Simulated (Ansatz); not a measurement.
Consider the atomization: `Oc1cccs1` → 4 C• + 4 H• + O• + S•.

Calculated with Ansatz (gas phase, PBE0-D4/def2-TZVP geometries, no zero-point term in ΔE). CBS: MP2 limit from def2 TZ/QZ plus the TZ coupled-cluster correction, frozen cores. This one scheme is used for every species, atoms too. Functionals use def2-TZVPP. B3LYP here is the variant with VWN-RPA as its local correlation; programs differ in this. HSE06 is defined as in plane-wave codes. Open shells (•) are unrestricted, without spin–orbit coupling. Spin–orbit coupling would lower the free atoms: a little for C, O, S. Each species was taken in one conformer, which may not be the lowest.

```tsv
level	ΔE (kcal/mol)	difference from CCSD(T)/CBS
LDA (SPW92)	1254.2	195.6
PBE-D4	1109.3	50.7
revPBE-D4	1077.2	18.6
r2SCAN-D4	1071.9	13.3
B97M-V	1067.4	8.8
PBE0-D4	1079.3	20.7
B3LYP-D4	1059.6	1.0
r2SCANh-D4	1062.3	3.7
r2SCAN0-D4	1048.4	-10.2
HSE06-D4	1080.4	21.8
CAM-B3LYP-D4	1061.9	3.3
ωB97X-V	1062.5	3.9
ωB97M-V	1066.1	7.5
B2PLYP	1050.6	-8.0
PBE-QIDH	1064.8	6.2
PBE	1102.9	44.3
revPBE	1056.5	-2.1
BLYP	1051.1	-7.5
r2SCAN	1070.4	11.8
PBE0	1074.0	15.4
B3LYP	1049.3	-9.3
r2SCANh	1060.7	2.1
r2SCAN0	1046.6	-12.0
HSE06	1075.5	16.9
BHLYP	1007.9	-50.7
CAM-B3LYP	1056.6	-2.0
LC-ωPBE	1063.3	4.7
HF/def2-SVP	750.1	-308.5
MP2/def2-SVP	1034.4	-24.2
CCSD/def2-SVP	986.8	-71.8
MP2/def2-TZVPP	1066.5	7.9
SCS-MP2/def2-TZVPP	1046.3	-12.3
CCSD/def2-TZVPP	1003.6	-55.0
CCSD(T)/def2-TZVPP	1028.3	-30.3
HF/def2-QZVPP	741.2	-317.4
MP2/def2-QZVPP	1084.3	25.7
SCS-MP2/def2-QZVPP	1066.0	7.4
HF/CBS(def2)	741.4	-317.2
MP2/CBS(def2)	1096.8	38.2
CCSD/CBS(def2)	1033.9	-24.7
CCSD(T)/CBS	1058.6	0
```

What do rigid-rotor, harmonic-oscillator terms from PBE0-D4/def2-TZVP frequencies (298.15 K, 1 bar) make of the CCSD(T)/CBS value? (Estimate.)

The calculation gave: ΔZPE = -44.7 kcal/mol, ΔH = +1024.8 kcal/mol, ΔS = 1113 J/(mol·K), ΔG = +945.5 kcal/mol. Open shells count their whole term as degenerate.

Largest T1 diagnostic among the species: 0.013.

From r2SCAN to r2SCAN0 (25 % exact exchange), in def2-TZVPP and without D4, ΔE moves by −23.7 kcal/mol: exact exchange takes away binding that semilocal exchange gives to molecules. In def2-TZVPP, CCSD(T) changes the Hartree–Fock value by +288.3 kcal/mol (the triples alone add +24.7 kcal/mol) and MP2 by +326.5 kcal/mol; breaking electron pairs costs correlation energy, which Hartree–Fock lacks. Leaving LDA and LC-ωPBE aside and taking each functional with its dispersion term where it has one, the values, not all of them listed here, spread over 93.8 kcal/mol, from BHLYP-D4 to PBE-D4. LDA lies +151.3 kcal/mol from PBE without D4, its usual overbinding.

For atomizations the MP2-based limit and the directly extrapolated one differ by several kJ/mol either way, and by 10 to 25 for some Ge, Se and Sn compounds, so smaller differences from it don't rank the levels.
